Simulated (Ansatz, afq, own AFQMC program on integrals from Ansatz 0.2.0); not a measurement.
Integrals from Ansatz 0.2.0, then the random walk in our own AFQMC program (afq).

```yaml
crystal:
  periodic: [false, false, false]
  atoms:
    - {symbol: C, position_ang: [0.000000, 0.000000, 0.000000]}
    - {symbol: H, position_ang: [0.000000, 0.000000, -2.164110]}
    - {symbol: H, position_ang: [0.000000, 0.000000, 2.164110]}
basis:
  gaussian: {orbitals: cc-pVDZ}
total_charge: 1
magnetization: {spin_polarized: true, initial_magnetization: 1}
correlation: {method: ccsd_t, electrons: outside_noble_gas, hamiltonian_folder: ham}
```

```sh
$ ansatz run in.yaml --threads 1 --pin off --events-out ev --progress --plain --max-ram 24576MiB --backend cuda --devices 0, --max-vram 18GiB
```

Options of the walk:

```
--method phaseless --trial cisd --walkers 4000 --populations 20 --least-time 60 --time-step 0.005 --steps-per-block 50 --equilibration-blocks 40 --max-blocks 4000 --target-error 0.00027 --factor-cut 1e-05 --start spin_pure --seed 3646 --release-times 0.24,0.51,0.99,1.62,2.4 --release-step 0.03 --release-every 3 --taylor-order 6
```

Times are imaginary, in 1/Eh. The walk had a cap of 122 s. With eight or more populations the least sampling time is a fifth of least-time, and the error comes from their spread.

Output of the walk:

```
orbitals 23  electrons 3 2  factors 132 of 217
reference energy -38.31755023 Eh
CCSD correlation -0.08164689 Eh in 22 cycles, weight of the determinant in the CISD state 0.7942
energy of the start -38.382226 Eh
 block  time / (1/Eh)  mean weight  energy / Eh
     1     0.250  1.0001  -38.389686
     2     0.500  1.0000  -38.394570
     3     0.750  1.0000  -38.398292
     4     1.000  1.0001  -38.400321
     5     1.250  1.0003  -38.402003
    10     2.500  0.9999  -38.405992
    19     4.750  0.9999  -38.406614
    25     6.250  1.0001  -38.407528
    29     7.250  0.9997  -38.406131
    39     9.750  0.9998  -38.406334
    49    12.250  1.0002  -38.407074
    59    14.750  1.0001  -38.406414
    69    17.250  1.0000  -38.405313
    79    19.750  0.9999  -38.405752
    89    22.250  1.0001  -38.405747
error from the spread of 20 populations
released: time / (1/Eh)  energy / Eh  error  mean overlap
  0.24  -38.406391  0.000136  1.0003
  0.51  -38.406781  0.000140  0.9990
  0.99  -38.407232  0.000137  1.0008
  1.62  -38.407612  0.000165  1.0038
  2.40  -38.408083  0.000186  0.9969
energy -38.406062 +/- 0.000215 Eh
(rows thinned)
```

The run passed its tests (sampling time, drift between the halves within three errors, error under three times the target), which doesn't prove that it has relaxed.

Against this walk (error 5.8 meV) on the same determinant: CCSD(T) 101.4 meV higher, CCSDT(Q) 56.6 meV lower, CCSDTQ 64.6 meV lower, full CI 64.6 meV lower. The error is statistical and leaves out the bias of the constraint. The determinant has ⟨S²⟩ = 1.73, so the low cluster orders mix in higher spin, while the walk starts as a pure doublet. The released energies are still falling (meV from the phaseless value at times in 1/Eh: -9 ± 4 at 0.24, -20 ± 4 at 0.51, -32 ± 4 at 0.99, -42 ± 4 at 1.62, -55 ± 5 at 2.40), so they give no level; they do show a bias of the constraint, and the last of them that isn't too noisy lies 10 meV above full CI. Full CI is exact here, so the walk's 65 meV above it is the walk's own error: the bias of the constraint with this trial. The determinant is a poor start (see the cautions), so the low cluster orders aren't to be relied on, and full CI is the sure value.

Cautions: constraint bias not in the error; strong correlation (T1 0.079, weight of the determinant 0.79, largest double 0.19); unrestricted determinant spin contaminated (⟨S²⟩ 1.73 against 0.75); CCSD(T) is in doubt: in a space of 5 electrons in 8 natural orbitals full CI lies 135 meV below it.

The walk took 22 s on 1 × NVIDIA H100 80GB HBM3 with 2 threads of AMD EPYC 7R13 Processor (Zen 3) (shared host) (the card was shared). The log's last line is the phaseless energy.

CCSDT and higher add their correlation energy to the determinant of the CCSD(T) run, since their own runs factorise the integrals more tightly (a shift of under 2 meV).
